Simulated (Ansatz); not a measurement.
`OBF`, 5 atoms. Charge 0, multiplicity 1. All runs use 2 threads of a server CPU on a shared host. Correlated methods freeze the cores. Open-shell runs search over several starts.

Problem. How many basis functions does each run have, and how long does it take in Ansatz? UKS ωB97X-V/def2-TZVPP energy of the cation; RKS CAM-B3LYP-D4/def2-TZVPP energy; UKS r2SCAN-D4/def2-TZVPP energy of the cation; UHF-MP2/def2-QZVPP energy of the cation; RKS PBE0-D4/def2-TZVP relaxation (6 steps); direct RPA on PBE orbitals/def2-TZVPP energy; RHF-CCSD(T)/def2-TZVPP energy; RKS PBE0-D4/def2-SVP energy; RHF-CCSD(T)/def2-SVP energy; UKS B3LYP-D4/def2-TZVPP energy of the cation; UKS B2PLYP (frozen core)/def2-TZVPP energy of the cation; RHF-CCSD(T)/cc-pV(D+d)Z energy. (Best estimate.)

Solution. Ansatz gave: Other jobs shared the machine, so times are rough.

| level | job | functions | wall time | peak host memory (GiB) |
| --- | --- | --- | --- | --- |
| RKS PBE0-D4/def2-SVP | energy | 52 | 0.65 s | 0.12 |
| RHF-CCSD(T)/cc-pV(D+d)Z | energy | 52 | 1.1 s | 0.14 |
| RHF-CCSD(T)/def2-SVP | energy | 52 | 1.2 s | 0.14 |
| RKS CAM-B3LYP-D4/def2-TZVPP | energy | 121 | 2 s | 0.19 |
| direct RPA on PBE orbitals/def2-TZVPP | energy | 121 | 2.3 s | 0.19 |
| UKS B3LYP-D4/def2-TZVPP | energy of the cation | 121 | 4.2 s | 0.21 |
| UKS r2SCAN-D4/def2-TZVPP | energy of the cation | 121 | 9.5 s | 0.24 |
| RHF-CCSD(T)/def2-TZVPP | energy | 121 | 9.5 s | 0.6 |
| RKS PBE0-D4/def2-TZVP | relaxation (6 steps) | 105 | 15 s | 0.18 |
| UKS B2PLYP (frozen core)/def2-TZVPP | energy of the cation | 121 | 15 s | 0.32 |
| UKS ωB97X-V/def2-TZVPP | energy of the cation | 121 | 16 s | 0.35 |
| UHF-MP2/def2-QZVPP | energy of the cation | 231 | 30 s | 0.6 |

B3LYP here is the variant with VWN-RPA as its local correlation; programs differ in this.
